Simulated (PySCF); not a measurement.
Assigning NMR signals

Mapped SMILES: `[CH:1]#[C:2][C:3](=[CH2:4])[CH3:5]`. Each H is labelled by its parent atom. Ha(C4) is cis to C2; Hb(C4) is trans to C2.

PySCF 2.14.0 with density-fitted response routines calculation with couplings computed with B3LYP/pcJ-1 (without the spin–dipole term), NMR shieldings at B3LYP/pcSseg-2/GIAO and structure optimised with PBE0-D3(BJ)/def2-SVP; non-relativistic, in vacuum, one conformer, rapidly exchanging positions averaged.

δ = σ(ref) − σ, references computed at the same level: $^{13}$C, $^{1}$H against TMS.

Q: Assign these signals to the numbered atoms. $^{13}$C{$^{1}$H} NMR (computed): δ 141.4, 134.0, 89.2, 84.3, 27.4.

A: 
```tsv
δ (ppm)	atoms	environment	reason
141.4	C3	fully substituted alkene carbon	as expected for a trigonal carbon in a double bond
134.0	C4	terminal =CH2 carbon	an sp2 carbon of a C=C bond
89.2	C2	alkyne carbon	sp carbons lie upfield of alkene carbons because the cylindrical π system leaves one tensor component strongly shielded
84.3	C1	terminal alkyne carbon	sp carbons lie upfield of alkene carbons because the cylindrical π system leaves one tensor component strongly shielded
27.4	C5	allylic methyl carbon	aliphatic region, no heteroatom directly attached
```

Q: Assign these signals to the numbered atoms. $^{1}$H NMR (400 MHz, computed): δ 5.63 (quint of d, J = 1.9, 1.0 Hz, 1H), 5.53 (quint, J = 2.2 Hz, 1H), 2.87 (d, J = 1.0 Hz, 1H), 1.96 (t, J = 2.0 Hz, 3H).

A: 
5.63 → Ha(C4), hydrogen on a terminal =CH2 carbon: olefinic region
5.53 → Hb(C4), hydrogen on a terminal =CH2 carbon
2.87 → H(C1), hydrogen on a terminal alkyne carbon: it lies on the axis of the triple bond, in its shielding cone
1.96 → H(C5), hydrogen on an allylic methyl carbon: allylic position

Ha(C4) and Hb(C4) lie closer than the usual error of such a calculation, so a measured spectrum could show them in the other order.

Splittings below 1 Hz are ignored in the labels, and close J values are merged. Shifts are as computed. Against solution values, carbons near 30 ppm lie about +3 ppm off and those near 130 ppm about +8 ppm. Of 1211 compounds with measured shifts, 218 miss one by over three times the rms of a fit or turn the order of signals round; such compounds aren't used in these exercises.
